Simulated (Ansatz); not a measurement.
Reaction (isomerisation): `CC(F)C=N` → `C=C(F)NC`

Isolated molecules relaxed with PBE0-D4/def2-TZVP in Ansatz; ΔE leaves out vibrations. CBS: MP2 limit from def2 TZ/QZ plus the TZ coupled-cluster correction, frozen cores. DFT in def2-TZVPP. One conformer a species, not always the lowest.

```json
{"level": "PBE-D4", "ΔE (kJ/mol)": "16.7"}
{"level": "PBE0-D4", "ΔE (kJ/mol)": "17.4"}
{"level": "PBE", "ΔE (kJ/mol)": "16.6"}
{"level": "HF/def2-QZVPP", "ΔE (kJ/mol)": "28.9"}
```

**Question.** What does CCSD(T)/CBS give? (An estimate is asked.)

**Answer.** The calculation gave: +31.2 kJ/mol. The listed levels differ from it by -14.5, -13.8, -14.6, -2.3 kJ/mol.

Largest T1 diagnostic among the species: 0.011.
